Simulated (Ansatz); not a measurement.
How basis sets differ on HNO3 (nitric acid)

HNO3 has 5 atoms, charge 0, and is taken as a singlet. SMILES: `O=[N+]([O-])O`. Geometry: relaxed at PBE0-D4/def2-TZVP. This is one conformer, not always the lowest.

Quantity: the atomisation enthalpy at 298 K, in kJ/mol. The values are calculated. The thermal term (zero-point and 298 K enthalpy, harmonic and unscaled) is that of PBE0-D4/def2-TZVP; the spin-orbit lowering of the free atoms at 298 K, 1.2 kJ/mol by their spectra, is taken off.

**What was measured.** Active Thermochemical Tables gives the atomisation enthalpy at 298 K of the gas as 1572 kJ/mol.

| level | kind | program | value (kJ/mol) | computed − measured |
| --- | --- | --- | --- | --- |
| RPA@PBE/ANO-RCC-MB (sfX2C) | RPA | Ansatz | 10 | -1562 |
| RPA@PBE/ANO-RCC-VDZ (sfX2C) | RPA | Ansatz | 740 | -832 |
| RPA@PBE/ANO-RCC-VDZP (sfX2C) | RPA | Ansatz | 1290 | -282 |
| RPA@PBE/ANO-RCC-VTZP (sfX2C) | RPA | Ansatz | 1419 | -153 |
| RPA@PBE/ANO-RCC-VQZP (sfX2C) | RPA | Ansatz | 1441 | -131 |

Nearest: RPA@PBE/ANO-RCC-VQZP (sfX2C) (-131 kJ/mol); farthest: RPA@PBE/ANO-RCC-MB (sfX2C) (-1562 kJ/mol). Without the sets that lack polarisation functions the rows with a basis span only 1290 to 1441 kJ/mol.
